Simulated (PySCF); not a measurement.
# [C3H4ClO]-: core ionisation energies

Species: C3H4ClO (charge -1).
Cartesian coordinates in Å at the GFN2-xTB level; atoms count from 1:
```xyz
9
C3H4ClO angstrom
C     -1.1499    0.0460    0.0138
C      0.2075   -0.5753    0.0896
C      1.4117   -0.0173   -0.0294
O      2.5744   -0.3604    0.0026
Cl     1.2548    1.9440   -0.3519
H     -1.0649    1.1128   -0.1691
H     -1.7078   -0.1005    0.9471
H     -1.7448   -0.3966   -0.7948
H      0.2325   -1.6467    0.2670
```

Computed with delta-SCF UKS SCAN, pcX-2 on the ionised atom, pcseg-1 elsewhere, spin-free X2C in PySCF 2.14.0. These are vertical core ionisation energies against the vacuum level, from separate self-consistent calculations with and without the core hole.

Q: Give the core binding energies atom by atom.

A: 
| atom(s) | environment | level | binding energy (eV) | 2p1/2 (eV) | above the level's lowest (eV) | count |
| --- | --- | --- | --- | --- | --- | --- |
| C1 | allylic carbon | C 1s | 286.14 | – | +1.73 | 1 |
| C2 | carbon bonded to 2 C and H | C 1s | 284.41 | – | 0.00 | 1 |
| C3 | vinylic C–Cl carbon | C 1s | 287.49 | – | +3.08 | 1 |
| O4 | enolate oxygen | O 1s | 531.54 | – | 0.00 | 1 |
| Cl5 | vinyl chlorine | Cl 2p3/2 | 199.28 | 200.94 | 0.00 | 1 |
| Cl5 | vinyl chlorine | Cl 1s | 2821.86 | – | 0.00 | 1 |

The listed C 1s values span 3.08 eV, from C2 (bonded to C (double bond), C and H) to C3 (bonded to O, Cl and C (double bond)). The widest gap between neighbouring values is 1.73 eV, between 284.41 and 286.14 eV. Summing the Pauling electronegativity differences to the bonded atoms, each weighted by its formal bond order, gives -0.35 for the lowest site and +1.50 for the highest; no listed site has a larger sum than the highest. The smallest sum, -1.05, belongs to C1, 1.73 eV above the lowest.

Q: Which photon energy gives electrons from C 1s of C2 a kinetic energy of 150 eV, and what is their de Broglie wavelength?

A: hν = 284.41 + 150 = 434.41 eV, recoil neglected; λ = 12.264 Å/√(E/eV) = 1.00 Å.

Q: Which effective nuclear charge Zeff reproduces each element's mean 1s value in the hydrogen-like formula E = 13.606 eV × Zeff²?

A: C (Z = 6): mean 286.0 eV, Zeff = 4.58, Z − Zeff = 1.42; O (Z = 8): mean 531.5 eV, Zeff = 6.25, Z − Zeff = 1.75; Cl (Z = 17): mean 2821.9 eV, Zeff = 14.40, Z − Zeff = 2.60. Means run over the listed sites, weighted by atom count.

The unrestricted hole states depart most from a pure doublet (⟨S²⟩ = 0.75; over 0.85 named) for C 1s of C3 (0.87), which makes this value less certain. Spin–orbit and ligand-field terms were added within each 2p shell after the spin-free SCF. 2p1/2 minus 2p3/2 (ligand field included): Cl 1.65 eV. The species carries charge -1, so core ionisation leaves a neutral species. The basis sets have no added diffuse functions. Geometry: GFN2-xTB; no solvent, vibrations or thermal averaging.
